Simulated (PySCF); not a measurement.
# Potential energy of CS along the bond

Set-up: PySCF, no relativity, basis sets C def2-TZVP, S def2-TZVP. Energies in eV from C + S in their ground configurations at the same level. State: ¹Σ⁺ (singlet), closed shell.

All columns are PBE0. A positive dipole means C(−)S(+).

```
R (Å)  E (eV)  μ (D)  Mulliken charge on C (basis-dependent)  HOMO (eV)  LUMO (eV)  Mayer bond order  ⟨S²⟩
1.317  -5.376   2.82                                   -0.15      -8.10      -1.49              2.62  0.00
1.379  -6.437   2.57                                   -0.13      -8.35      -1.72              2.61  0.00
1.440  -7.026   2.31                                   -0.11      -8.58      -1.96              2.60  0.00
1.486  -7.236   2.12                                   -0.10      -8.73      -2.14              2.59  0.00
1.532  -7.294   1.92                                   -0.09      -8.88      -2.32              2.58  0.00
1.578  -7.232   1.72                                   -0.08      -9.00      -2.51              2.57  0.00
1.639  -7.010   1.46                                   -0.06      -9.14      -2.75              2.55  0.00
1.716  -6.575   1.14                                   -0.03      -9.27      -3.04              2.54  0.00
1.808  -5.909   0.76                                    0.01      -9.09      -3.38              2.53  0.00
1.930  -4.908   0.30                                    0.05      -8.74      -3.79              2.51  0.00
```

A fit through these points gives, at Re = 1.529 Å, μ = 1.93 D and dμ/dR = -4.32 D/Å; the reduced mass is 8.725 u.

Problem. How strong is the fundamental in the double-harmonic approximation, I = 42.26·(dμ/dR)²/μred km/mol?

Solution. I = 42.26·(-4.32)²/8.725 = 90.4 km/mol at PBE0.
